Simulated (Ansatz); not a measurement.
# The beryllium atom (singlet): wave-function methods side by side, def2-SVP

Aim: climb from Hartree-Fock through coupled cluster and multireference methods for the beryllium atom (singlet) at one geometry and basis, and see what each rung misses.

Method: def2-SVP, core rule «outside noble gas», up to 1 orbitals frozen; program: Ansatz 0.2.0, Gaussian basis.

The runs, in order: CCSD(T) on UHF; BCCD(T) on RHF; CASSCF and MRCISD+Q, 2 electrons in 4 orbitals; CASSCF and MRCISD+Q(relaxed), 2 electrons in 4 orbitals; CASSCF and NEVPT4(SD), 2 electrons in 4 orbitals; CASSCF and NEVPT2, 2 electrons in 4 orbitals; Full CI.

## Step 1: The atom

A free atom, in its lowest state of this spin that the program finds.

1 atom, charge 0, spin multiplicity 1.

## Step 2: CCSD(T) on UHF

in.yaml reads:

```yaml
crystal:
  periodic: [false, false, false]
  atoms:
    - {symbol: Be, position_ang: [0.000000, 0.000000, 0.000000]}
basis:
  gaussian: {orbitals: def2-SVP}
magnetization: {spin_polarized: true, initial_magnetization: 0}
correlation: {method: ccsd_t, electrons: outside_noble_gas}
```

The run is started by

```sh
> ansatz run in.yaml --threads 1 --pin off --events-out ev --progress --plain --max-ram 3916MiB
```

The runs that follow: BCCD(T) on RHF; CASSCF and MRCISD+Q, 2 electrons in 4 orbitals; CASSCF and MRCISD+Q(relaxed), 2 electrons in 4 orbitals; CASSCF and NEVPT4(SD), 2 electrons in 4 orbitals; CASSCF and NEVPT2, 2 electrons in 4 orbitals; Full CI.

Q: Predict the results of all the runs planned. Wanted: FCI below the UHF energy; UMP2 from FCI; UCCSD(T) from FCI; NEVPT2 valence from FCI; NEVPT4(SD) valence from FCI; MRCISD+Q valence from FCI; effectively unpaired electrons.

As calculated:

```
                         quantity                                                                                                                                      value
         FCI below the UHF energy                                                                                                                                 -1.1862 eV
                    UMP2 from FCI                                                                                                                            +13.91 kcal/mol
                UCCSD(T) from FCI                                                                                                                              0.00 kcal/mol
          NEVPT2 valence from FCI                                                                                                                             +0.25 kcal/mol
      NEVPT4(SD) valence from FCI                                                                                                                             +0.03 kcal/mol
        MRCISD+Q valence from FCI                                                                                                                             -0.05 kcal/mol
levels within 1 kcal/mol (43 meV)  UCCSD, UCCSD(T), BCCD(T), CASSCF valence, NEVPT2 valence, NEVPT4(SD) valence, MRCISD valence, MRCISD+Q valence, MRCISD+Q(relaxed) valence
   effectively unpaired electrons                                                                                                                                       0.18
```

In words: UCCSD(T) misses by 0.00 kcal/mol, 0.0 % of the correlation energy. MRCISD valence, MRCISD+Q valence, MRCISD+Q(relaxed) valence fall below full CI, which methods that aren't variational can do. One determinant dominates. Of the multireference levels listed NEVPT4(SD) valence comes nearest in total energy (+0.03 kcal/mol), which doesn't show that its space is the better one. Coupled cluster took another determinant than the lowest Hartree-Fock one. These misses are within one basis, not against nature. With two correlated electrons CCSD is exact in the basis.
